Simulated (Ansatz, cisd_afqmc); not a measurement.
System: HF, charge 0, singlet. HF (SMILES F).
NHTBH set geometry:
```xyz
2

F      0.0000     0.0000    -0.0915
H      0.0000     0.0000     0.8238
```
Charge 0, spin multiplicity 1.

Total energies in aug-cc-pVQZ, 8 correlated electrons, 1 frozen orbitals. UHF or UKS for unpaired electrons; spin-orbit terms are left out. Cores are frozen in correlated methods. No relativity. AFQMC is phaseless with a CISD trial state; ± is one standard error, without the phaseless bias. Outlying blocks are dropped, and bars are widened where a walk drifts. Over all cases where full CI ran beside it in this data, AFQMC minus full CI had a median of +0.1 mEh and passed +0.4 mEh in a tenth of the cases.

| method | program | energy (Eh) | minus CCSDT(Q) (mEh) |
|---|---|---|---|
| HF | Ansatz | -100.06863 | 309.00 |
| MP2 | Ansatz | -100.36975 | 7.89 |
| CCSD | Ansatz | -100.36911 | 8.53 |
| CCSD(T) | Ansatz | -100.37738 | 0.26 |
| CCSDT(Q) | Ansatz | -100.37764 | 0.00 |
| AFQMC/CISD | cisd_afqmc | -100.3777 ± 0.0004 | -0.1 ± 0.4 |

Rough core times of Ansatz's runs on a shared machine: CCSD(T) under 20 s, CCSDT(Q) 2 min.

Ansatz is a program for electronic structure.
